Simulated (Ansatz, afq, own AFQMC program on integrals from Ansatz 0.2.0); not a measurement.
## SiGeS, triplet in cc-pVDZ, levels against CCSDT(Q)

| atom | x (Å) | y (Å) | z (Å) |
| --- | --- | --- | --- |
| Ge | 0.0000 | 0.0000 | 2.1869 |
| Si | 0.0000 | 0.0000 | -0.1260 |
| S | 0.0000 | 0.0000 | -2.0610 |

Connectivity, by distances: Ge–Si–S.

Basis cc-pVDZ. Noble-gas cores (and the filled d shells of Ga–Kr and In–Xe) are frozen. Ansatz 0.2.0 and our own AFQMC program on the same integrals; the CISD trial comes from CCSD amplitudes, and released means the phaseless constraint is let go. Free projection: walkers drawn from exp(T), propagated without any constraint. Its projection time is finite, and what remains of the start isn't in its error. Error bars are statistical, one sigma. No spin–orbit coupling.

Determinant: UHF, the one that the program's search chose, which needn't be the lowest solution. The geometry is a point of a scan.

No full CI on the walks' own integrals is used here; CCSDT(Q) serves as the reference and is uncertain by about the last step of the cluster series.

Cautions: no relativity below Rb; no spin-orbit coupling; inner d shell frozen; lower spins were not checked; the released energies are still falling, so no released level is given (meV from the phaseless value at times in 1/Eh: 24 ± 25 at 0.24, 15 ± 25 at 0.51, 20 ± 28 at 0.99, -15 ± 26 at 1.62, -83 ± 40 at 2.40), though the last usable value meets CCSDT(Q) within the noise; the ph-AFQMC/CISD walk drifts between its halves (2.5 errors).

The T1 diagnostic is 0.0275. The weight of the determinant in the CISD state is 0.814, the ⟨S²⟩ of the determinant is 2.027 and the size of the correlated space is 14 electrons in 39 orbitals.

Reference: CCSDT(Q), correlation energy -8.466 eV.

```tsv
level	E − E(reference) (kJ/mol)	share of correlation (%)
HF	816.8	0.00
MP2	129.8	84.11
CCSD	48.6	94.06
CCSD(T)	8.7	98.94
CCSDT	3.9	99.52
ph-AFQMC/CISD	5.0 ± 2.9	99.38
free AFQMC	4.3 ± 2.1	99.47
```

Free projections are given only where their last times agree within the noise and don't stop above the reference; a slow remainder of the start can still hide under it. A walk keeps the symmetry of its determinant, which the program's search chose and which needn't be the lowest solution, so a lower state of the same spin and another symmetry isn't excluded.
